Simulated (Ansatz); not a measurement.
Reaction (hydrogen abstraction from the N–H bond): `BNB` + `[OH]`• → `B[N]B`• + H₂O

Program: Ansatz. Geometries: PBE0-D4/def2-TZVP. ΔE: electronic, gas phase. CCSD(T)/CBS adds triple-zeta CCSD(T) − MP2 to the extrapolated MP2 energy (def2 sets, frozen cores). This one scheme is used for every species. Functionals use def2-TZVPP. No spin–orbit coupling; open shells (•) take unrestricted orbitals.

CCSD(T)/CBS gives -0.63 eV.

(1) Another level gave -0.68 eV. Which?
A. HF/def2-TZVPP
B. r2SCAN/def2-TZVPP
C. PBE0/def2-TZVPP
D. r2SCAN0/def2-TZVPP

(2) What do rigid-rotor, harmonic-oscillator terms from PBE0-D4/def2-TZVP frequencies (298.15 K, 1 bar) make of the CCSD(T)/CBS value? (Estimate.)

Largest T1 diagnostic among the species: 0.024.

Answers

(1) D. r2SCAN0 -0.68, r2SCAN -0.88, PBE0 -0.74, HF/def2-TZVPP -0.07 eV.

(2) The calculation gave: ΔZPE = -0.10 eV, ΔH = -0.69 eV, ΔS = 18 J/(mol·K), ΔG = -0.75 eV. Open shells count their whole term as degenerate.

Leaving LDA and LC-ωPBE aside and taking each functional with its dispersion term where it has one, the values, not all of them listed here, spread over 0.51 eV, from PBE-D4 to BHLYP-D4. LDA lies −0.30 eV from PBE without D4. In def2-TZVPP, CCSD(T) changes the Hartree–Fock value by −0.48 eV (the triples alone add −0.05 eV) and MP2 by −0.45 eV. From BLYP to BHLYP (50 % exact exchange), in def2-TZVPP and without D4, ΔE moves by +0.49 eV.
